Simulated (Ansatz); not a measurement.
# Europium, bcc under LDA: how the plane-wave cutoff moves the result

A convergence test of the plane-wave cutoff. The geometry was relaxed under LDA beforehand and stays fixed; 9 values are run, from 150 to 800 eV. Wanted are the values from which on the energy stays within 10 and 1 meV/atom, and the pressure within 0.5 GPa, of the last run. Within the series other settings stay, but some runs also write fields, which adds to their time. The moments start as that relaxation left them.

Program: Ansatz 0.2.0. Level of theory: DFT LDA, plane waves with PAW, scalar-relativistic. These are calculated values, not measurements.

## 1. Starting point

It takes space group Im-3m (No. 229, cubic). The conventional cell has a = 4.109 Å, b = 4.109 Å, c = 4.109 Å, α = 90.00°, β = 90.00°, γ = 90.00°. Eu (site symmetry m-3m) is surrounded by 8 Eu at 3.56 Å.

Structure file:

```cif
data_structure
_symmetry_space_group_name_H-M 'Im-3m'
_symmetry_Int_Tables_number 229
_cell_length_a 4.1089
_cell_length_b 4.1089
_cell_length_c 4.1089
_cell_angle_alpha 90.000
_cell_angle_beta 90.000
_cell_angle_gamma 90.000
_cell_volume 69.37
loop_
_atom_site_label
_atom_site_type_symbol
_atom_site_symmetry_multiplicity
_atom_site_Wyckoff_symbol
_atom_site_fract_x
_atom_site_fract_y
_atom_site_fract_z
_atom_site_occupancy
Eu1 Eu 2 a 0.00000 0.00000 0.00000 1
```

The atoms start with moments of +6.93 μB.

## 2. The usual settings first

Input file input.yaml:

```yaml
crystal:
  lattice:
    - [-2.0544259245, 2.0544259245, 2.0544259245]
    - [2.0544259245, -2.0544259245, 2.0544259245]
    - [2.0544259245, 2.0544259245, -2.0544259245]
  atoms:
    - { symbol: Eu, position: [0.0, 0.0, 0.0], spin: 6.925 }
hamiltonian:
  xc: lda
  pseudopotentials:
    kind: paw
    azcp:
      Eu: "pseudopotentials/Eu.paw.azcp"
basis:
  ecutwfc: 420
  fft_grid_basis: typed
kpoints:
  mp_grid: { grid: [14, 14, 14], shift: [0, 0, 0] }
magnetization:
  spin_polarized: true
scf:
  occupations: { method: fermi_dirac, width: 0.05 }
  lower_state_search: "off"
output:
  stress: true
```

Run with:

```console
ansatz run input.yaml --threads 2 --pin off --max-ram 5120MiB --backend cpu --events-out ev --progress --plain --runs-dir out
```

## 3. Cutoff 150 eV

The run at 150 eV.

Edit input.yaml of step 2 so:

```diff
@@ -14,6 +14,6 @@
 basis:
-  ecutwfc: 420
+  ecutwfc: 150
   fft_grid_basis: typed
 kpoints:
-  mp_grid: { grid: [14, 14, 14], shift: [0, 0, 0] }
+  mp_grid: { grid: [11, 11, 11], shift: [0, 0, 0] }
 magnetization:
```

## 4. Cutoff 200 eV

The run at 200 eV.

Edit input.yaml of step 3 so:

```diff
@@ -14,3 +14,3 @@
 basis:
-  ecutwfc: 150
+  ecutwfc: 200
   fft_grid_basis: typed
@@ -25 +25,5 @@
   stress: true
+  write_density: true
+  write_potential: true
+  elf: true
+  volumetric_format: npy
```

## 5. Cutoff 250 eV

The run at 250 eV.

Edit input.yaml of step 4 so:

```diff
@@ -14,3 +14,3 @@
 basis:
-  ecutwfc: 200
+  ecutwfc: 250
   fft_grid_basis: typed
```

## 6. Cutoff 300 eV

The run at 300 eV.

Edit input.yaml of step 5 so:

```diff
@@ -14,3 +14,3 @@
 basis:
-  ecutwfc: 250
+  ecutwfc: 300
   fft_grid_basis: typed
```

## 7. Cutoff 350 eV

The run at 350 eV.

Edit input.yaml of step 6 so:

```diff
@@ -14,3 +14,3 @@
 basis:
-  ecutwfc: 300
+  ecutwfc: 350
   fft_grid_basis: typed
@@ -25,5 +25 @@
   stress: true
-  write_density: true
-  write_potential: true
-  elf: true
-  volumetric_format: npy
```

## 8. Cutoff 420 eV

The run at 420 eV.

Edit input.yaml of step 7 so:

```diff
@@ -14,3 +14,3 @@
 basis:
-  ecutwfc: 350
+  ecutwfc: 420
   fft_grid_basis: typed
@@ -25 +25,5 @@
   stress: true
+  write_density: true
+  write_potential: true
+  elf: true
+  volumetric_format: npy
```

## 9. Cutoff 500 eV

The run at 500 eV.

Edit input.yaml of step 8 so:

```diff
@@ -14,3 +14,3 @@
 basis:
-  ecutwfc: 420
+  ecutwfc: 500
   fft_grid_basis: typed
```

## 10. Cutoff 600 eV

The run at 600 eV.

Edit input.yaml of step 9 so:

```diff
@@ -14,3 +14,3 @@
 basis:
-  ecutwfc: 500
+  ecutwfc: 600
   fft_grid_basis: typed
@@ -25,5 +25 @@
   stress: true
-  write_density: true
-  write_potential: true
-  elf: true
-  volumetric_format: npy
```

## 11. Cutoff 800 eV

The run at 800 eV.

Edit input.yaml of step 10 so:

```diff
@@ -14,3 +14,3 @@
 basis:
-  ecutwfc: 600
+  ecutwfc: 800
   fft_grid_basis: typed
```

(Steps that only read results are left out.)

**Question.** What will these runs give?

As calculated:

| quantity | value |
| --- | --- |
| E(σ → 0) stays within 10 meV/atom of 800 eV | from 420 eV on |
| E(σ → 0) stays within 1 meV/atom | from 600 eV on |
| pressure stays within 0.5 GPa | from 300 eV on |
| pressure at 800 eV | -0.03 GPa |
| CPU time, dearest over cheapest | 5.4 |
| run at the usual settings (mesh 14×14×14 against the series' 11×11×11, 420 eV) | +4.0 meV/atom from 800 eV, -0.06 GPa |

What this shows: At 150 eV the energy differs by +66622 meV/atom and the pressure by -149.2 GPa. Each step up in cutoff lowers the energy. 1 meV/atom is reached at 600 eV; energy differences often converge earlier, as errors cancel. The largest moment goes from 6.92 μB at 800 eV to 0.00 μB at 150 eV. The cell taken over is 26 % smaller than the measured one (47.13 Å³/atom, COD), which weighs on all values here. With an open f shell the SCF can settle in more than one state, and the one found may not be the lowest.
